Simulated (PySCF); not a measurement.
C5H9F.
Cartesian coordinates in Å at the GFN2-xTB level; atoms count from 1:
```
atom  x, y, z in Å
C1     2.492    0.256    0.608
C2     1.058   -0.085    0.844
C3     0.170   -0.346   -0.101
F4     0.545   -0.303   -1.409
C5    -1.276   -0.684    0.067
C6    -2.168    0.476   -0.380
H7     2.706    0.311   -0.456
H8     3.135   -0.500    1.058
H9     2.731    1.214    1.068
H10    0.731   -0.128    1.872
H11   -1.467   -0.925    1.113
H12   -1.501   -1.563   -0.542
H13   -1.959    0.733   -1.416
H14   -3.216    0.200   -0.296
H15   -1.986    1.353    0.237
```

The closed-shell SCF was solved with PySCF and density fitting under several settings on one GFN2-xTB geometry (grid level 2 and gas phase unless stated).

| settings | basis functions | SCF cycles | E (Eh) | HOMO (eV) | LUMO (eV) | dipole (D) |
| --- | --- | --- | --- | --- | --- | --- |
| PBE0/pcSseg-1 | 147 | 13 | -295.4078 | -6.89 | 0.81 | 1.45 |
| CAM-B3LYP/def2-SVPD | 195 | 12 | -295.4342 | -8.29 | 1.28 | 1.55 |
| BHandHLYP/def2-SVP, energy threshold 1e-06 Eh | 129 | 7 | -295.3912 | -7.89 | 2.05 | 1.51 |
| X3LYP/def2-SVP, grid level 3, fitting basis def2-universal-jkfit | 129 | 10 | -295.4252 | -6.59 | 0.84 | 1.34 |
| PBE0/def2-SVPD, IEF-PCM acetone | 195 | 12 | -295.2439 | -6.93 | 0.66 | 1.97 |

Question: Estimate the rows for these settings: (1) HSE06/aug-cc-pVDZ; (2) CAM-B3LYP/STO-3G; (3) PBE/pcSseg-1, start guess vsap.

Answer: 
```csv
settings,basis functions,SCF cycles,E (Eh),HOMO (eV),LUMO (eV),dipole (D)
HSE06/aug-cc-pVDZ,219,14,-295.4975,-6.47,-0.35,1.45
CAM-B3LYP/STO-3G,39,11,-291.8001,-5.52,5.42,0.70
"PBE/pcSseg-1, start guess vsap",147,13,-295.3796,-5.67,-0.19,1.30
```

Question: Over all rows, what range does the HOMO–LUMO gap span?

Answer: From 5.48 eV (PBE/pcSseg-1, start guess vsap) to 10.94 eV (CAM-B3LYP/STO-3G). The functional of the narrowest has no exact exchange, that of the widest range-separated exact exchange.

Question: Compare two rows with the functional CAM-B3LYP: CAM-B3LYP/STO-3G and CAM-B3LYP/def2-SVPD. Which energy is lower, and by how much?

Answer: CAM-B3LYP/def2-SVPD (195 functions) lies 3.6341 Eh or 2280 kcal/mol below CAM-B3LYP/STO-3G (39 functions).

Cycle counts include a coarse-grid stage where the run had one. Geometry: GFN2-xTB, one conformer.
